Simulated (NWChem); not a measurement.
System: ethane (C₂H₆); SMILES CC

NWChem input:

```
start job
memory heap 200 mb stack 900 mb global 1100 mb
geometry units angstroms noautosym nocenter noautoz
  C      0.000000     0.000000     0.759558
  C      0.000000     0.000000    -0.759558
  H     -0.724029     0.724029     1.165167
  H      0.989042     0.265013     1.165167
  H     -0.265013    -0.989042     1.165167
  H     -0.989042    -0.265013    -1.165167
  H      0.724029    -0.724029    -1.165167
  H      0.265013     0.989042    -1.165167
end
basis spherical
  * library 3-21g
end
dft
  xc pbe0
  iterations 150
end
cosmo
  do_cosmo_smd true
  solvent water
end
task dft energy
```

Structure relaxed at the PBE0/def2-SVP level. Solvent: water.

Solvent water, SMD (1 M gas to 1 M solution), gas-phase geometry.

What results follow from this input? (PBE0/3-21G, SMD on the gas-phase geometry.) Quantities: basis functions; solvation free energy (kcal/mol); cavity-dispersion-structure term (kcal/mol).


| Quantity | Value |
|---|---|
| number of basis functions | 30 |
| solvation free energy (kcal/mol) | 1.6 |
| cavity-dispersion-structure term (kcal/mol) | 2.3 |
